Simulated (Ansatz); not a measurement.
Crystal: Ba$_{2}$O$_{3}$, cubic X2O3 (oxygen-deficient fluorite) type, 10 atoms in the cell.

Space group Pn-3m, simple cubic cell, positions in fractions of the edge: Ba (0.25 0.25 0.25), (0.75 0.75 0.25), (0.75 0.25 0.75), (0.25 0.75 0.75); O (0.5 0 0), (0 0.5 0), (0 0 0.5), (0.5 0.5 0), (0.5 0 0.5), (0 0.5 0.5).

The calculation used Ansatz, PBE, plane waves, PAW datasets (generated soft set 1).

Cutoff 420 eV; k-mesh 18×18×18 Γ-centred; Fermi–Dirac smearing of 0.0612 eV; no spin polarisation; no spin–orbit coupling.

```tsv
V (Å³/atom)	a (Å)	E − E(min) (meV/atom)	P (GPa)
21.968	6.0339	14.12	3.38
22.435	6.0764	6.09	2.15
22.903	6.1183	1.49	1.03
23.370	6.1596	0.00	0.01
23.837	6.2004	1.31	-0.90
24.305	6.2407	5.16	-1.73
24.772	6.2804	11.29	-2.47
```

Q: Fit a third-order Birch–Murnaghan equation of state to the energies.

A: V₀ = 23.377 Å³/atom (a₀ = 6.160 Å), B₀ = 48.0 GPa, B₀′ = 4.09.

The published all-electron PBE values for this crystal (mean of FLEUR and WIEN2k, k-spacing 0.06 Å⁻¹; Bosoni et al., Nat. Rev. Phys. 6, 45 (2024)) are V₀ = 23.384 Å³/atom, B₀ = 47.9 GPa, B₀′ = 4.02.

The stress includes the program's correction for the finite plane-wave basis.

This cubic structure is a model: it isn't the usual form of the substance at ambient conditions, and such phases are metastable or hypothetical. Spin polarisation is left out, and a magnetic state may lie lower.
